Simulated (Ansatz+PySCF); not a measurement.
doublet NaCl(+): levels of theory in one basis

```xyz
2

Na    0.0000    0.0000   -1.3797
Cl    0.0000    0.0000    1.3797
```

Basis set: cc-pCVTZ on Na; cc-pV(T+d)Z on Cl (spherical functions). Frozen core: 6 orbitals. Correlation on ROHF uses semicanonical orbitals with singles. Charge 1, multiplicity 2.

Computed with Ansatz (development build ahead of 0.2.0) and PySCF 2.14.0; each method stands on the lowest determinant of its kind that the runs found.

```tsv
method	E − E(ROHF) (eV)	<S²> of the determinant
ROHF	0.00	0.75
UHF	-0.16	0.76
ROHF-MP2	-11.64	–
UHF-MP2	-11.62	0.76
UHF-CCSD	-12.37	0.76
```

Problem. What does ROHF-CCSD(T) give on the same scale?

Solution. -12.61 eV.
